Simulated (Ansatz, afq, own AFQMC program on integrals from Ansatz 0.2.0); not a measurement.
AFQMC on a folder of integrals that Ansatz 0.2.0 wrote.

```yaml
crystal:
  periodic: [false, false, false]
  atoms:
    - {symbol: C, position_ang: [-1.163787, 2.063299, -0.035611]}
    - {symbol: Ga, position_ang: [-0.508229, 0.378777, -0.896021]}
    - {symbol: O, position_ang: [0.200215, -0.787874, 0.284652]}
    - {symbol: Si, position_ang: [0.895323, -2.275691, 0.460068]}
    - {symbol: H, position_ang: [-0.335140, 2.474455, 0.561127]}
    - {symbol: H, position_ang: [-1.503637, 2.796738, -0.777475]}
    - {symbol: H, position_ang: [-1.993120, 1.790571, 0.635269]}
    - {symbol: H, position_ang: [0.097878, -3.110589, 1.411137]}
    - {symbol: H, position_ang: [2.282099, -2.140216, 1.004352]}
    - {symbol: H, position_ang: [0.978597, -3.009869, -0.844498]}
basis:
  gaussian: {orbitals: def2-SVP}
magnetization: {spin_polarized: true, initial_magnetization: 1}
correlation: {method: ccsd_t, electrons: outside_noble_gas, hamiltonian_folder: ham}
```

```sh
$ ansatz run in.yaml --threads 1 --pin off --events-out ev --progress --plain --max-ram 16896MiB --backend cuda --devices 0, --max-vram 18GiB
```

afq runs on the folder ham with

```
--method phaseless --trial cisd --walkers 2000 --populations 20 --least-time 60 --time-step 0.005 --steps-per-block 50 --equilibration-blocks 28 --max-blocks 4000 --target-error 0.00029 --factor-cut 1e-05 --start spin_pure --seed 557 --release-times 0.21,0.42,0.63,0.9 --release-step 0.03 --release-every 5 --taylor-order 6
```

Times are imaginary, in 1/Eh. The walk had a cap of 262 s. With eight or more populations the least sampling time is a fifth of least-time, and the error comes from their spread. Filled inner d shells are frozen with the cores.

Log:

```
orbitals 87  electrons 12 11  factors 748 of 1067
reference energy -2328.02472973 Eh
CCSD correlation -0.52494824 Eh in 13 cycles, weight of the determinant in the CISD state 0.8153
energy of the start -2328.548800 Eh
 block  time / (1/Eh)  mean weight  energy / Eh
     1     0.250  0.9993  -2328.533036
     2     0.500  0.9995  -2328.541142
     3     0.750  1.0000  -2328.546430
     4     1.000  0.9998  -2328.554814
     5     1.250  1.0001  -2328.558831
    10     2.500  0.9996  -2328.566989
    25     6.250  0.9996  -2328.563302
    40    10.000  1.0002  -2328.566048
    55    13.750  1.0002  -2328.565160
    70    17.500  1.0003  -2328.563760
    79    19.750  0.9995  -2328.560948
    85    21.250  1.0000  -2328.564455
   100    25.000  0.9996  -2328.565639
   115    28.750  0.9998  -2328.568205
   130    32.500  1.0009  -2328.566492
   133    33.250  1.0003  -2328.573524
   136    34.000  1.0002  -2328.565645
error from the spread of 20 populations
released: time / (1/Eh)  energy / Eh  error  mean overlap
  0.21  -2328.566346  0.000335  0.9963
  0.42  -2328.566266  0.000266  0.9930
  0.63  -2328.566394  0.000276  0.9923
  0.90  -2328.566215  0.000508  0.9879
energy -2328.565820 +/- 0.000277 Eh
(rows thinned)
```

The run passed its tests (sampling time, drift between the halves within three errors, error under three times the target), which doesn't prove that it has relaxed. The second half of the sampling lies below the first by 2.1 errors of their difference, so the energy may still be moving and its error bar be too small.

Against this walk (error 7.5 meV) on the same determinant: CCSD(T) 67.4 meV higher. The error is statistical and leaves out the bias of the constraint. Released to 0.90 1/Eh the energy moves by -11 ± 16 meV (both errors), within twice the noise.

Cautions: constraint bias not in the error; no relativity below Rb; no spin-orbit coupling; inner d shell frozen.

The walk took 3.3 min on 1 × NVIDIA H100 80GB HBM3 with 2 threads of AMD EPYC 7R13 Processor (Zen 3) (shared host) (the card was shared). The log's last line is the phaseless energy.
